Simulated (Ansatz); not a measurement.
Graphite was calculated with LDA in Ansatz (PAW).

Run with plane-wave cutoff 500 eV, 18×18×6 k mesh (along the axes of the cell as run), Fermi–Dirac smearing 0.05 eV, scalar-relativistic PAW data made under PBE.

Computed at the level's own relaxed cell.

Problem. Give the computed volume per atom, equilibrium lattice constant a and c axis length.

Solution. 
* **volume per atom**: 8.61 Å³/atom
* **equilibrium lattice constant a**: 2.445 Å
* **c axis length**: 6.650 Å

Measured, for comparison: lattice constant a 2.461 Å (300 K, not corrected to a static lattice, our sources range from 2.456 to 2.461; as tabulated in Wikipedia's data pages); lattice parameter c 6.67 Å (low temperature, zero-point motion not removed; as tabulated in Berland et al. (2010), arXiv:1007.3305). Computed (rounded) less measured: lattice constant a -0.7 % (-0.4 % to -0.7 % over the range), lattice parameter c -0.3 %. A static lattice is as a rule a little smaller and stiffer than an uncorrected measurement, which narrows the difference in the lattice constant a and would widen misses of the other sign.

Static lattice: no zero-point or thermal effects.

It cost about 17 core-seconds (a rough figure) of CPU time.

Ansatz is a quantum-chemistry and plane-wave program.
